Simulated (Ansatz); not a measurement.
# AlMg: the cost of one run

The runs use Ansatz 0.2.0, Gaussian basis; def2-QZVPP, core rule «outside noble gas», up to 10 orbitals frozen.

The runs, in order: UHF; ROHF; CCSD(T) on UHF.

2 further runs of the same task are left out: 2 set aside as unsound or not needed.

## 1. The system

The geometry is a PBE0/def2-TZVP stationary point (not a proven minimum).

2 atoms, charge 1, spin multiplicity 3.

Atoms are counted from 1 here; the program's logs count them from 0.

No contacts short enough for the rule that draws bonds.

Geometry (Å):

```xyz
2
charge 1, multiplicity 3
Al    0.0000    0.0000    0.0000
Mg    0.0000    0.0000    2.7042
```

## 2. UHF

Input file in.yaml:

```yaml
crystal:
  periodic: [false, false, false]
  atoms:
    - {symbol: Al, position_ang: [0.000000, 0.000000, 0.000000]}
    - {symbol: Mg, position_ang: [0.000000, 0.000000, 2.704200]}
basis:
  gaussian: {orbitals: "def2-QZVPP.json"}
total_charge: 1
magnetization: {spin_polarized: true, initial_magnetization: 2}
hamiltonian: {xc: hf}
output: {orbitals: {seedname: orbitals}}
```

Launch:

```console
ansatz run in.yaml --threads 1 --pin off --events-out ev --progress --plain --max-ram 2393MiB
```

Q: Estimate wall time and peak memory on 1 thread of Arm Neoverse V2, shared host.

About 14 s, with a peak of 0.27 GiB.
